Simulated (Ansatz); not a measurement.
# C₂H₅Si+ (SMILES [CH2+]C=[SiH2]): functionals against CCSD(T) at one geometry

One table from this session's results is given with a row withheld; the runs are named, their logs left out.

The runs use Ansatz 0.2.0, Gaussian basis; single points in def2-TZVPP.

Cores are frozen in the correlated methods. B3LYP uses VWN-RPA correlation.

## The starting structure

SMILES `[CH2+]C=[SiH2]`, 8 atoms, charge 1, spin multiplicity 1.

Atoms are counted from 1 here; the program's logs count them from 0.

Bond lengths: C1–C2 1.487 Å, C1–H4 1.175 Å, C1–H5 1.113 Å, C2–Si3 1.815 Å, C2–H6 1.036 Å, Si3–H7 1.372 Å, Si3–H8 1.130 Å. Angles: C2–C1–H4 120.3°, C2–C1–H5 129.5°, H4–C1–H5 102.0°, C1–C2–Si3 117.3°, C1–C2–H6 95.4°, Si3–C2–H6 147.2°, C2–Si3–H7 110.2°, C2–Si3–H8 109.6°, H7–Si3–H8 137.3°.

Coordinates:

```
C    -0.9082    0.8035   -0.6420
C     0.2885    0.5661    0.2086
Si    0.7406   -1.1588    0.5471
H    -1.2431    0.0008   -1.4314
H    -1.2730    1.7478   -1.1042
H     0.4834    1.5678    0.3851
H     1.6625   -1.2175    1.5609
H     0.4086   -1.8135   -0.3116
```

The first run:

The input, run/in.yaml:

```yaml
crystal:
  periodic: [false, false, false]
  atoms:
    - {symbol: C, position_ang: [-0.908200, 0.803500, -0.642000]}
    - {symbol: C, position_ang: [0.288500, 0.566100, 0.208600]}
    - {symbol: Si, position_ang: [0.740600, -1.158800, 0.547100]}
    - {symbol: H, position_ang: [-1.243100, 0.000800, -1.431400]}
    - {symbol: H, position_ang: [-1.273000, 1.747800, -1.104200]}
    - {symbol: H, position_ang: [0.483400, 1.567800, 0.385100]}
    - {symbol: H, position_ang: [1.662500, -1.217500, 1.560900]}
    - {symbol: H, position_ang: [0.408600, -1.813500, -0.311600]}
basis:
  gaussian: {orbitals: def2-TZVPP}
total_charge: 1
correlation: {method: ccsd_t}
output: {forces: true}
```

No record of the launch command was kept for these runs.

Steps of the session up to this table: CCSD(T)/def2-TZVPP; PBE0-D4/def2-TZVPP; wB97M-V/def2-TZVPP; r2SCAN-D4/def2-TZVPP; PBE-D4/def2-TZVPP; B3LYP-D4/def2-TZVPP; SPW92/def2-TZVPP.

One table of the session follows, with a row left open; its other results are not shown here.

| method | RMS force component (eV/Å) | angle to CCSD(T) forces (°) |
| --- | --- | --- |
| CCSD(T) | 4.610 | reference |
| PBE0-D4 | 4.651 | 2.1 |
| wB97M-V | 4.617 | 2.5 |
| r2SCAN-D4 | 4.616 | 1.2 |
| PBE-D4 | 4.573 | 1.9 |
| B3LYP-D4 | ? | ? |
| SPW92 | 4.613 | 3.7 |

Estimate the missing values for B3LYP-D4.

**Answer.** RMS force component (eV/Å): 4.584; angle to CCSD(T) forces (°): 1.4. In the column «RMS force component (eV/Å)» it lies between PBE-D4 (4.573) and CCSD(T) (4.610).
